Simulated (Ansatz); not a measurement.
# C₃H₄F₂: how energies converge with the basis set

How large a basis does C₃H₄F₂ need? Two functionals and correlated methods are run in growing sets.

Method: one geometry, several basis sets; program: Ansatz 0.2.0, Gaussian basis.

The runs, in order: PBE0-D4/def2-SVP; ωB97M-V/def2-SVP; PBE0-D4/def2-QZVPP; ωB97M-V/def2-QZVPP; CCSD(T)/cc-pV(D+d)Z; CCSD(T)/cc-pV(T+d)Z; CCSD(T)/cc-pV(Q+d)Z; the functionals' def2-TZVPP values are taken from earlier runs.

## 1. The geometry

The geometry comes from an earlier relaxation with PBE0-D4 in a triple-zeta def2 set; it is a stationary point, not always the lowest conformer.

SMILES `FC1(F)CC1`, 9 atoms, charge 0, spin multiplicity 1.

Atoms are counted from 1 here; the program's logs count them from 0.

Bond lengths: F1–C2 1.343 Å, C2–F3 1.343 Å, C2–C4 1.469 Å, C2–C5 1.469 Å, C4–C5 1.536 Å, C4–H6 1.082 Å, C4–H7 1.082 Å, C5–H8 1.082 Å, C5–H9 1.082 Å. Angles: F1–C2–F3 109.3°, F1–C2–C4 119.5°, F1–C2–C5 119.5°, F3–C2–C4 119.5°, F3–C2–C5 119.5°, C4–C2–C5 63.1°, C2–C4–C5 58.5°, C2–C4–H6 117.6°, C2–C4–H7 117.6°, C5–C4–H6 117.5°, C5–C4–H7 117.5°, H6–C4–H7 116.0°, C2–C5–C4 58.5°, C2–C5–H8 117.6°, C2–C5–H9 117.6°, C4–C5–H8 117.5°, C4–C5–H9 117.5°, H8–C5–H9 116.0°.

## 2. PBE0-D4 in def2-SVP

The input, in.yaml:

```yaml
crystal:
  periodic: [false, false, false]
  atoms:
    - {symbol: F, position_ang: [1.653535, -0.826380, 0.516872]}
    - {symbol: C, position_ang: [0.571544, -0.513615, -0.214633]}
    - {symbol: F, position_ang: [0.598197, -1.204413, -1.366034]}
    - {symbol: C, position_ang: [0.068590, 0.866251, -0.209831]}
    - {symbol: C, position_ang: [-0.712554, -0.275846, 0.457359]}
    - {symbol: H, position_ang: [0.563967, 1.577909, 0.437750]}
    - {symbol: H, position_ang: [-0.320039, 1.261049, -1.139521]}
    - {symbol: H, position_ang: [-1.609471, -0.624065, -0.038120]}
    - {symbol: H, position_ang: [-0.725270, -0.307292, 1.539057]}
basis:
  gaussian: {orbitals: def2-SVP}
hamiltonian: {xc: pbe0, dispersion: d4}
output: {orbitals: {seedname: orbitals}}
```

On the command line:

```console
> ansatz run in.yaml --threads 2 --pin off --events-out ev --progress --plain --max-ram 32768MiB --backend cpu
```

After this run come: ωB97M-V in def2-SVP; PBE0-D4 in def2-QZVPP; ωB97M-V in def2-QZVPP; CCSD(T) in cc-pV(D+d)Z; CCSD(T) in cc-pV(T+d)Z; CCSD(T) in cc-pV(Q+d)Z.

Q: Predict the results of all the runs planned. Wanted: MP2 correlation recovered, cc-pV(D+d)Z; MP2 correlation recovered, cc-pV(T+d)Z; MP2 correlation recovered, cc-pV(Q+d)Z; CCSD(T) limit from def2 sets; PBE0-D4: double and triple zeta above quadruple; ωB97M-V: double and triple zeta above quadruple.

As calculated:

| quantity | value |
| --- | --- |
| MP2 correlation recovered, cc-pV(D+d)Z | 68.8 % |
| MP2 correlation recovered, cc-pV(T+d)Z | 88.1 % |
| MP2 correlation recovered, cc-pV(Q+d)Z | 95.0 % |
| CCSD(T) limit from def2 sets (earlier runs) less the limit of this series | 12 meV |
| PBE0-D4: double and triple zeta above quadruple | 10.52, 0.45 eV |
| ωB97M-V: double and triple zeta above quadruple | 10.80, 0.43 eV |

**Reading.** For PBE0-D4 the step from double to triple zeta gains 10.07 eV and the next only 0.45 eV. In cc-pV(D+d)Z MP2 holds 69 % of its limit, in cc-pV(Q+d)Z 95 %, while Hartree-Fock is within 0.196 eV in the largest set. A limit from the def2 sets, made apart, differs by 12 meV, a least measure of the doubt on such a limit. Total energies overstate the basis error of differences, where much of it tends to cancel. The LUMO of ωB97M-V is positive and keeps falling with the basis (3.84 to 2.04 eV): an unbound level that the basis holds in place.
